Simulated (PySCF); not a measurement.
# MgCl2 (SMILES [Cl][Mg][Cl]) at B3LYP/STO-3G

Aim: the vertical singlet–triplet gap of MgCl2 at B3LYP/STO-3G, from 2 runs. 

The results are computed with PySCF 2.14.0.

10 further runs of the same task are left out: 10 set aside as unsound or not needed.

**1. The structure to begin with**

MgCl2 has 3 atoms, charge 0, and is taken as a singlet. As SMILES, `[Cl][Mg][Cl]`. The shape comes from GFN2-xTB, which is rough for such elements, and wasn't checked as a minimum.

Bond lengths: Mg1–Cl2 2.121 Å, Mg1–Cl3 2.119 Å. Angles: Cl2–Mg1–Cl3 178.9°.

**2. The energy at B3LYP/STO-3G**

File run.py:

```python
# MgCl2
from pyscf import gto, dft

system = gto.M(
    atom='''
Mg    -0.022847    -0.013171    -0.001304
Cl    -0.019067    -0.030840     4.006163
Cl     0.041895     0.044012    -4.004878
''',
    basis='sto-3g',
    max_memory=1860,
    unit='bohr',
    verbose=3,
)

mf = dft.RKS(system)
mf.xc = 'b3lyp'
mf.grids.level = 5
mf.conv_tol = 1e-10
mf.kernel()
if not mf.converged:
    mf = mf.newton().run(mf.mo_coeff, mf.mo_occ)

e_tot = mf.e_tot
print('E = %.10f Eh' % e_tot)
```

On the command line:

```sh
$ OMP_NUM_THREADS=1 python run.py
```

Output:

```text
converged SCF energy = -1108.14096544401
E = -1108.1409654440 Eh
```

Wall time 4.5 s (1 thread of Arm Neoverse V1, shared host); peak memory 0.22 GiB.

**3. The triplet at the same level**

File run.py:

```python
from pyscf import gto, dft

mol = gto.M(
    atom='Mg -0.012090 -0.006970 -0.000690; Cl -0.010090 -0.016320 2.119970; Cl 0.022170 0.023290 -2.119290',
    basis='sto-3g',
    spin=2,
    verbose=3,
    charge=0,
    max_memory=1860,
)

myscf = dft.UKS(mol, xc='b3lyp')
myscf.grids.level = 5
myscf.conv_tol = 1e-10
myscf.kernel()
if not myscf.converged:
    myscf = myscf.newton().run(myscf.mo_coeff, myscf.mo_occ)

energy = myscf.e_tot
print('E = %.10f Eh' % energy)
```

On the command line:

```sh
$ OMP_NUM_THREADS=1 python run.py
```

Output:

```text
WARN: HOMO -0.0111210596081307 >= LUMO -0.469373631762777

WARN: HOMO 0.0669429355803658 >= LUMO -0.165860423242182

WARN: HOMO 0.0829363829093174 >= LUMO -0.163862907657496

WARN: HOMO 0.0844704001326579 >= LUMO -0.175451989683775

WARN: HOMO 0.0847595002660874 >= LUMO -0.176007599249552

WARN: HOMO 0.0849559234867271 >= LUMO -0.176080434673953

WARN: HOMO 0.0852711725142774 >= LUMO -0.17575088493341

WARN: HOMO 0.0850619725484982 >= LUMO -0.175955326399163

WARN: HOMO 0.0850663912704726 >= LUMO -0.175975560166182

WARN: HOMO 0.0850648149024772 >= LUMO -0.175965294939682

WARN: HOMO 0.0850652063468231 >= LUMO -0.175965819528241

WARN: HOMO 0.0850650053513247 >= LUMO -0.175966129321279

WARN: HOMO 0.0850650179787925 >= LUMO -0.175966102204657

WARN: HOMO 0.085065026246362 >= LUMO -0.175966104941113

converged SCF energy = -1107.85376369553  <S^2> = 2.0003504  2S+1 = 3.0002336
E = -1107.8537636955 Eh
```

Wall time 6.9 s (1 thread of Arm Neoverse V1, shared host); peak memory 0.23 GiB.

**4. Summary of results**

Level: B3LYP/STO-3G.

```
                                        quantity           value
                           singlet: total energy  -1108.14097 Eh
                          singlet: dipole moment          0.12 D
                            singlet: HOMO energy        -5.61 eV
                            singlet: LUMO energy         3.09 eV
                          singlet: HOMO–LUMO gap         8.69 eV
                           triplet: total energy  -1107.85376 Eh
                          triplet: dipole moment          0.01 D
                                   triplet: ⟨S²⟩           2.000
vertical energy of the triplet above the singlet        7.815 eV
```

At this shape the triplet lies 7.82 eV (180 kcal/mol) above the singlet. In a minimal basis such a difference can be off by several eV, whatever the method. Mulliken charges (singlet) run from -0.52 on Cl2 to +1.05 on Mg1. Mulliken charges (triplet) run from -0.29 on Cl3 to +0.59 on Mg1.
